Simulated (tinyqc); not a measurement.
Pariser-Parr-Pople SCF with singles CI, for the molecule C=CC(=O)O (SMILES; centres numbered as the heavy atoms are written), step by step. One step of it, computed by the program tinyqc.

Task: Singles CI, triplets. Over the 4 single excitations with the smallest orbital gaps: A = (e_a - e_i) delta - (ij|ab), with (pq|rs) = sum c_mp c_mq gamma_mn c_nr c_ns.

orbital energies (eV): -14.913031  -11.834550  -10.600968  -2.215398  0.819850

coefficients:
```
         MO1        MO2        MO3        MO4        MO5
1C  0.114882  -0.350461  -0.554523   0.645676   0.373611
2C  0.250416  -0.456074  -0.495807  -0.381579  -0.581258
3C  0.530294  -0.263618   0.141180  -0.481164   0.630748
4O  0.331349  -0.469280   0.639100   0.411167  -0.304102
5O  0.730130   0.616000  -0.135275   0.192152  -0.179534
```

repulsion gamma_rs (eV):
```
           1C         2C         3C         4O         5O
1C  11.130000   5.344569   3.872154   3.698006   3.139673
2C   5.344569  11.130000   5.346287   4.092627   4.354817
3C   3.872154   5.346287  11.130000   5.774219   6.309478
4O   3.698006   4.092627   5.774219  15.200000   4.486744
5O   3.139673   4.354817   6.309478   4.486744  21.500000
```

Give: triplet CI matrix; triplet excitation energies.

Result:

triplet CI matrix (eV):
```
         3>4      2>4      3>5      2>5
3>4   2.0057  -0.2089  -0.1241  -1.5546
2>4  -0.2089   3.8396  -1.5546   0.5946
3>5  -0.1241  -1.5546   5.4217  -0.1920
2>5  -1.5546   0.5946  -0.1920   6.6254
```

triplet excitation energies (eV): 1.5180  2.8455  6.1710  7.3579
